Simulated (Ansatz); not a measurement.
**Worked example: correlation energy of C2H5N, singlet**

Geometry: MP2(full)/6-31G*, from the G2/97 set.

| atom | x (Å) | y (Å) | z (Å) |
| --- | --- | --- | --- |
| C | -0.0216 | -0.4286 | 0.7394 |
| N | -0.0216 | 0.8440 | 0.0000 |
| C | -0.0216 | -0.4286 | -0.7394 |
| H | 0.9199 | 1.2370 | 0.0000 |
| H | -0.9388 | -0.6362 | 1.2800 |
| H | -0.9388 | -0.6362 | -1.2800 |
| H | 0.8863 | -0.7396 | 1.2490 |
| H | 0.8863 | -0.7396 | -1.2490 |

Basis 6-31G* (Cartesian d functions); Ansatz 0.2.0. Only valence electrons are correlated (noble-gas cores frozen), which leaves 18 electrons in 52 orbitals. R marks a restricted (for open shells ROHF) determinant.

Full CI isn't at hand for all of this; RCCSDT(Q) serves as the reference, and is uncertain by about the last step of the cluster series.

Runs differ by some tens of microhartree through their thresholds, so steps under 0.03 kcal/mol mean nothing.

```tsv
level	total energy (hartree)
RHF	-133.037306
RMP2	-133.460240
RCCSD	-133.490018
RCCSD(T)	-133.503674
RCCSDT	-133.504172
RCCSDT(Q)	-133.505151
```

Task: What is the correlation energy at RCCSDT(Q), and what share of it do RMP2 and RCCSD(T) recover?

Result: E(corr) = -133.505151 − (-133.037306) = -0.467845 hartree = -12.731 eV. RMP2: -0.422934 / -0.467845 = 90.40 %. RCCSD(T): -0.466368 / -0.467845 = 99.68 %.

Task: By how many kcal/mol does RCCSD(T) miss RCCSDT(Q) (1 hartree = 627.509 kcal/mol), and which steps make up the rest?

Result: -133.503674 − (-133.505151) = 0.001477 hartree = 0.93 kcal/mol. Steps: RCCSDT − RCCSD(T) = -0.31, RCCSDT(Q) − RCCSDT = -0.61 kcal/mol. Differences between like states or geometries often cancel part of this.
